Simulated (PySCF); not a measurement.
Compound: carbon monosulfide, CS.
Numbering: `[C-:1]#[S+:2]`

Vertical excitations from PySCF (density fitting, frozen core in the response, grid level 2 and gas phase unless stated; continuum runs use non-equilibrium linear response for the excitations) on a GFN2-xTB geometry. Reference run:

```
                              settings    S1, eV (f)    S2, eV (f)    S3, eV (f)    S4, eV (f)    S5, eV (f)    S6, eV (f)  T1, eV (Tamm–Dancoff)  mean α (au)
PBE0/def2-SVPD, full TDDFT, 8 singlets  4.85 (0.006)  4.85 (0.006)  5.58 (0.000)  5.96 (0.000)  5.96 (0.000)  8.40 (0.014)                   3.19         27.6
```

**Question.** What do these settings give: (1) PBE0/pcX-1, grid level 1, TDA, 12 singlets; (2) BLYP/def2-SVPD, start guess atom, full TDDFT, 6 singlets?

**Answer.** 
| settings | S1, eV (f) | S2, eV (f) | S3, eV (f) | S4, eV (f) | S5, eV (f) | S6, eV (f) | T1, eV (Tamm–Dancoff) | mean α (au) |
| --- | --- | --- | --- | --- | --- | --- | --- | --- |
| PBE0/pcX-1, grid level 1, TDA, 12 singlets | 5.05 (0.015) | 5.05 (0.015) | 5.71 (0.000) | 6.08 (0.000) | 6.08 (0.000) | 9.35 (0.047) | 3.15 | 19.0 |
| BLYP/def2-SVPD, start guess atom, full TDDFT, 6 singlets | 4.79 (0.006) | 4.79 (0.006) | 5.67 (0.000) | 5.91 (0.000) | 5.91 (0.000) | 7.60 (0.018) | – | 28.4 |

(1) S1 moves by +0.20 eV; basis and response scheme change together, so the shift can't be laid on one. (2) S1 moves by -0.06 eV (BLYP has no exact exchange, PBE0 25 % exact exchange). States are counted by energy in each run and needn't keep their character from row to row.

**Question.** Give the leading configurations of S1 (H = HOMO, L = LUMO) and the HOMO–LUMO gap of each run.

**Answer.** 
```json
{"settings": "PBE0/def2-SVPD, full TDDFT, 8 singlets", "S1 configurations (weight)": "H→L+1 0.97", "S1 (eV)": "4.85", "orbital gap (eV)": "6.57", "S1 − gap (eV)": "-1.72"}
{"settings": "PBE0/pcX-1, grid level 1, TDA, 12 singlets", "S1 configurations (weight)": "H→L 0.99", "S1 (eV)": "5.05", "orbital gap (eV)": "6.63", "S1 − gap (eV)": "-1.58"}
{"settings": "BLYP/def2-SVPD, start guess atom, full TDDFT, 6 singlets", "S1 configurations (weight)": "H→L 0.99", "S1 (eV)": "4.79", "orbital gap (eV)": "4.05", "S1 − gap (eV)": "+0.74"}
```

Where S1 or the frontier orbitals are degenerate, the weights hang on an arbitrary mixing within the set.

